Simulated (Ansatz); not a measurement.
**Torsion profile**

CH8Si2 (SMILES C[SiH2][SiH3]), singlet, at its PBE0-D4/def2-TZVP minimum:

C1  (-1.023, 0.979, -0.996)
Si2  (-0.494, 0.255, 0.653)
Si3  (1.372, -1.138, 0.422)
H4  (-1.285, 0.187, -1.701)
H5  (-0.218, 1.571, -1.435)
H6  (-1.894, 1.627, -0.872)
H7  (-0.159, 1.348, 1.610)
H8  (-1.609, -0.534, 1.249)
H9  (1.783, -1.706, 1.735)
H10  (2.523, -0.379, -0.142)
H11  (1.069, -2.267, -0.502)
(Å)

The dihedral angle C1–Si2–Si3–H9 (180.0° at the minimum) is set to the values below, the two halves turning rigidly about the central bond. Each method's energies count from its own value at the PBE0-D4 minimum structure. Ansatz 0.2.0; basis: def2-TZVPP; cores frozen in the correlated methods. B3LYP uses VWN-RPA correlation.

CCSD(T) energies along the scan:
```
dihedral angle (°)  CCSD(T) (eV)
            -172.1        0.0019
            -158.7        0.0130
            -145.4        0.0288
            -132.1        0.0421
            -118.7        0.0466
            -105.4        0.0402
             -92.1        0.0259
             -78.7        0.0105
             -65.4        0.0013
```
They count from the CCSD(T) energy at the PBE0-D4 minimum.

Largest difference from the CCSD(T) curve over the scan: r2SCAN-D4 0.0003; B3LYP-D4 0.0022; wB97M-V 0.0037; HF 0.0007 eV. Each curve counts from its own value at the minimum.

No T1 diagnostic of these runs exceeds 0.012.

For scale, one of the runs: CCSD(T)/def2-TZVPP, 227 basis functions (an equivalent command: `ansatz run in.yaml --threads 4`). Time: 35 s of wall clock on 4 CPU threads; the host was shared. Peak host memory: 3.5 GiB.
